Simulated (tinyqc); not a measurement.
A ladder of methods, and size consistency: correlation methods against full CI in the sto-6g basis, for BH3, spin multiplicity 1. Computed by the program tinyqc with PySCF. All electrons correlated; +Q is the Davidson correction (1 - c0^2) E_corr. The last columns treat two copies 100 angstrom apart as one system. FCI is the lowest singlet.

Geometry (angstrom):
```
atom,x,y,z
B,0.0000,0.0000,0.0030
H,1.2470,0.0000,0.0000
H,-0.6240,1.0800,0.0000
H,-0.6240,-1.0800,0.0000
```

RHF energy of one = -26.316000 hartree

Correlation energies (hartree):
```
method,E_corr of one,share of FCI (%),E_corr of two at 100 angstrom,two minus twice one (mhartree)
MP2,-0.04031,67.705,-0.08062,0.000
CISD,-0.05776,97.022,-0.11169,3.835
CISD+Q,-0.05982,100.468,-0.11887,0.760
CCSD,-0.05908,99.229,-0.11816,0.000
CCSD(T),-0.05936,99.708,-0.11873,0.000
FCI,-0.05954,100.000,-,-
```

What does the comparison show, and why?

MP2 recovers 68 %, CISD 97.0 % and CCSD 99.2 % of the FCI value (c0^2 = 0.964 in CISD). MP2 and coupled cluster are size consistent, so their last column vanishes; CISD loses 3.84 mhartree, since a double excitation on each copy is a quadruple of the pair, and the Davidson correction leaves +0.76.
